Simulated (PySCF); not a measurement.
CH2ClF, optimised at PBE/def2-SVP:

```xyz
5

C     -0.0144    -0.0043    -0.0123
Cl    -0.0164     0.7394    -1.6458
F     -0.0229    -1.3603    -0.0863
H      0.9063     0.3403     0.5021
H     -0.9268     0.3514     0.5094
```

Energies from PySCF (xtb for GFN2), thermal terms from the rigid-rotor harmonic-oscillator model, ideal gas at 1 bar. 6-31G* has spherical d functions here. All species are closed-shell singlets. B3LYP is the form with VWN-RPA correlation.

Problem. List the harmonic frequencies (cm⁻¹, unscaled) at this level and at the other levels, each on its own geometry.

Solution. 
- PBE/def2-SVP: 372, 722, 962, 1100, 1206, 1313, 1439, 2986, 3065
- B3LYP/6-31G*: 375, 727, 1023, 1123, 1264, 1400, 1536, 3105, 3179
- GFN2-xTB: 351, 696, 933, 1052, 1178, 1241, 1390, 2948, 2955
- HF/6-31G*: 417, 819, 1117, 1226, 1388, 1538, 1670, 3320, 3402
- PBE0/def2-TZVP: 388, 769, 1010, 1112, 1259, 1374, 1499, 3096, 3172
